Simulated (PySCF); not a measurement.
Compound: SiO.
Z-matrix (Å and degrees, PBE0-D3(BJ)/def2-SVP geometry), rows numbered from 1:
```
O 
Si  1  1.5233
```

All values: B3LYP/def2-SVPD (PySCF, non-relativistic), on one gas-phase PBE0-D3(BJ)/def2-SVP geometry that isn't relaxed in the solvent. The solvent is an IEF-PCM continuum (cavity from Bondi-type radii × 1.2), and excitations are vertical TDDFT with non-equilibrium linear response and a frozen core. Only the electrostatic response of the medium enters.

```csv
run,E − E(gas) (kJ/mol),HOMO (eV),HOMO–LUMO gap (eV),dipole (D),lowest singlet (eV),static polarisability (au)
gas,0.00,-8.68,6.43,3.24,5.34,29.4
P,-25.83,-8.65,6.63,4.19,5.70,36.3
Q,-21.98,-8.65,6.60,4.05,5.66,35.3
```

Question: The runs were made in dichloromethane and dimethylsulfoxide. Which run belongs to which solvent?

Answer: P = dimethylsulfoxide, Q = dichloromethane. The dielectric constants are 8.93 (dichloromethane), 46.83 (dimethylsulfoxide), and the energy falls further as ε rises. The optical constants n² used for the excitations are 2.03, 2.19 in the same order. In this model the ground state sees the solvent through ε alone.

Question: How constant is the ratio of the lowering to (ε − 1)/(2ε + 1)?

Answer: 
```tsv
solvent	(ε − 1)/(2ε + 1)	E − E(gas) (kJ/mol)	ratio (kJ/mol)	polarisation term (kJ/mol)
dichloromethane	0.420	-21.98	-52.3	-26.53
dimethylsulfoxide	0.484	-25.83	-53.3	-32.12
```

The ratio changes by +2.1 % in size from dichloromethane to dimethylsulfoxide. The polarisation term is half the interaction of the solute with the induced surface charges.

The run took 0.62 s of wall time on one thread of an AMD EPYC 7B13, shared host with 64 logical CPUs at a one-minute load of 20, and the process peaked at 0.27 GiB of memory. This is the whole response run at B3LYP/def2-SVPD in dimethylsulfoxide, SCF included.
